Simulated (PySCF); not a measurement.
AlP from Hartree–Fock to correlated methods

State: ³Σ⁻ (triplet), unpaired electrons π ↑↑. Set-up: basis Al def2-SVPD, P def2-SVPD; no relativity; PySCF 2.14. De refers to Al + P in their high-spin ground configurations, without counterpoise correction. The functionals are run spin-unrestricted. A positive dipole means Al(−)P(+).

```tsv
Level	Re (Å)	ωe (cm⁻¹)	De (eV)	μ (D)	CPU s a point (SCF and correlation, without the integrals)
UHF	2.433	382	1.21	-0.92	0.17
UHF-MP2	2.429	379	1.82	n/a	0.25
UHF-SCS-MP2	2.435	374	1.81	n/a	n/a
UHF-CCSD	2.435	373	1.78	n/a	n/a
UHF-CCSD(T)	2.438	370	1.86	n/a	1.6
PBE	2.453	361	2.45	-0.73	0.56
PBEsol	2.443	367	2.59	-0.66	0.4
r²SCAN	2.436	370	2.28	-0.65	0.71
M06-L	2.431	379	2.41	-0.81	0.68
r²SCANh	2.431	374	2.25	-0.69	0.79
PBE0	2.432	375	2.33	-0.77	0.97
LC-ωPBE	2.400	397	2.20	-0.74	0.79
```

Question: Which functional lies closest to UHF-CCSD(T) in De, which farthest, and by how much do they differ from it?

Answer: Closest is LC-ωPBE (-3.8 pm in Re, +7.3 % in ωe, +0.34 eV in De against UHF-CCSD(T) in the same basis), farthest PBEsol (+0.5 pm in Re, -0.8 % in ωe, +0.73 eV in De). CCSD(T) converges more slowly with the basis than the functionals do and binds too weakly in this one, so the order can change at the basis-set limit.

Question: What does a quarter of exact exchange do here, going from PBE to PBE0?

Answer: PBE0 less PBE: -2.1 pm in Re, +3.9 % in ωe, -0.12 eV in De. Exact exchange removes part of the self-interaction that spreads semilocal densities, and in most molecules shortens and stiffens the bond and lowers De; so it does here.

Question: What does the step from GGA to meta-GGA do here, going from PBE to r²SCAN?

Answer: r²SCAN less PBE: -1.7 pm in Re, +2.5 % in ωe, -0.17 eV in De. 

Correlated steps freeze 10 core orbitals. Correlated levels converge slowly with the basis: in double zeta they bind strong bonds too weakly, by up to about 1 eV, and carry superposition errors of some tenths. The state is the lowest determinant that a PBE0 search found; another state may lie lower at other levels.

The whole job (state search and all levels along the bond) took about 1.9 min on 1 thread of Oxide Virtual Turin-like (shared host), peak memory 0.58 GiB.
